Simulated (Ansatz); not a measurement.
## NH, singlet: reading a ladder of total energies

Geometry: that of the NH⁻, doublet, kept fixed. The triplet lies 1.8 eV lower here.

```xyz
2

N     0.0000    0.0000    0.0000
H     0.0000    0.0000    1.0366
```

Basis 6-31++G** (Cartesian d functions); Ansatz 0.2.0. Correlated methods freeze the noble-gas cores, which leaves 6 electrons in 24 orbitals. R marks a restricted (for open shells ROHF) determinant.

Full CI is exact within this basis and frozen core; it isn't the basis-set limit.

The determinant fills πx and πy unequally, so it is a mixture of Σ and Δ, which weighs on every level built on one determinant.

The determinant has the irrep A1, whose lowest full-CI state lies within 3 meV of the A2 state that serves as the reference.

RCCSD has a T1 diagnostic of 0.008 and a largest doubles amplitude of 0.29.

Runs differ by some tens of microhartree through their thresholds, so steps under 0.03 kcal/mol mean nothing.

| level | total energy (hartree) |
| --- | --- |
| RHF | -54.858513 |
| RMP2 | -54.982803 |
| RCCSD | -55.013237 |
| RCCSD(T) | -55.019984 |
| RCCSDT* | -55.028011 |
| RCCSDT(Q)* | -55.028807 |
| RCCSDTQ* | -55.028560 |
| full CI | -55.028584 |

Problem. What is the correlation energy at full CI, and what share of it do RMP2 and RCCSD(T) recover?

Solution. E(corr) = -55.028584 − (-54.858513) = -0.170071 hartree = -4.628 eV. RMP2: -0.124290 / -0.170071 = 73.08 %. RCCSD(T): -0.161471 / -0.170071 = 94.94 %.

Problem. By how many kcal/mol does RCCSD(T) miss full CI (1 hartree = 627.509 kcal/mol), and which steps make up the rest?

Solution. -55.019984 − (-55.028584) = 0.008600 hartree = 5.40 kcal/mol. Steps: RCCSDT − RCCSD(T) = -5.04, RCCSDT(Q) − RCCSDT = -0.50, RCCSDTQ − RCCSDT(Q) = 0.15, full CI − RCCSDTQ = -0.02 kcal/mol. With more than one leading determinant such errors change with state and geometry, and needn't cancel in differences.

An asterisk marks runs whose energy the program itself flagged as in doubt.
